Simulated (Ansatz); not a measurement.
## Loss of H2: C2H5Si → C2H3Si + H2

Species: C2H5Si `C=C[SiH2]`, doublet; C2H3Si `C#C[SiH2]`, doublet; H2 (hydrogen), singlet. 

Shapes, held fixed at every level: PBE0-D4/def2-TZVP. Flexible molecules stand in one conformer, not always the lowest. Programs: Ansatz 0.2.0. The zero-point and thermal change to 298 K, harmonic and unscaled (PBE0-D4/def2-TZVP), is -26.8 kJ/mol.

```csv
level,kind,ΔH(298 K) (kJ/mol)
HF/def2-SVP,Hartree–Fock,+165.6
PBE-D4/def2-TZVPP,GGA,+161.1
r2SCAN-D4/def2-TZVPP,meta-GGA,+158.9
B3LYP-D4/def2-TZVPP,global hybrid,+150.7
PBE0-D4/def2-TZVPP,global hybrid,+172.5
wB97M-V/def2-TZVPP,range-separated hybrid,+153.6
B2PLYP/def2-TZVPP,double hybrid,+140.5
```

B2PLYP/def2-TZVPP gives ΔH(298 K) = +140.5 kJ/mol; the levels span +140.5 to +172.5. The median of the levels is +158.9. No measured value is set beside it here. Spin contamination: C2H5Si (⟨S²⟩ up to 0.90), C2H3Si (⟨S²⟩ up to 0.85). Open shells run unrestricted unless RO is named.
